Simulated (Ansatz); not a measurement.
## A small benchmark: atomisation enthalpy at 298 K

8 molecules of light elements (H to F); the atomisation enthalpy at 298 K in kJ/mol, computed less measured. Shapes, held fixed at every level: PBE0-D4/def2-TZVP. Flexible molecules stand in one conformer, not always the lowest. Thermal terms are harmonic and unscaled (PBE0-D4/def2-TZVP); the spin-orbit lowering of the free atoms is taken from their spectra. Programs: Ansatz 0.2.0. Measured values: Active Thermochemical Tables, NIST-JANAF tables.

Levels: A = HF/def2-TZVPP; B = HSE06/cc-pVTZ; C = CCSD/cc-pVTZ.

| molecule | from tabulated heats | A | B | C |
| --- | --- | --- | --- | --- |
| HF (hydrogen fluoride) | 570 | -189 | -27 | -27 |
| BOF (SMILES O=BF) | 1501 | -454 | -27 | -107 |
| HCN (hydrogen cyanide) | 1278 | -478 | -10 | -88 |
| CO2 (carbon dioxide) | 1609 | -599 | +10 | -115 |
| N2O (nitrous oxide) | 1112 | -768 | +24 | -146 |
| CH3 (methyl radical) | 1224 | -273 | +2 | -33 |
| CH3N (methanimine) | 1755 | -586 | -3 | -92 |
| N2H4 (hydrazine) | 1721 | -720 | -10 | -109 |

Problem. Which level does best on this set, which worst, and which err to one side?

Solution. 
| level | kind | mean error | mean absolute error | worst case |
| --- | --- | --- | --- | --- |
| HF/def2-TZVPP | Hartree–Fock | -508.4 | 508.4 | N2O |
| HSE06/cc-pVTZ | range-separated hybrid | -5.1 | 14.1 | HF |
| CCSD/cc-pVTZ | coupled cluster or CI | -89.6 | 89.6 | N2O |

On this set HSE06/cc-pVTZ has the smallest mean absolute error and HF/def2-TZVPP the largest. HF/def2-TZVPP is too low in 8 of 8; CCSD/cc-pVTZ is too low in 8 of 8. The tabulated value of BOF is in doubt (older tables, estimates, or at odds with other calculations) and kept here. Over the 7 molecules whose values aren't doubted the mean absolute errors are A 516.1; B 12.3; C 87.1. Hartree–Fock lacks correlation and underbinds. Correlated wave functions converge slowly with the basis. CCSD also lacks the triples, which bind further. Open shells run unrestricted. The set is small.
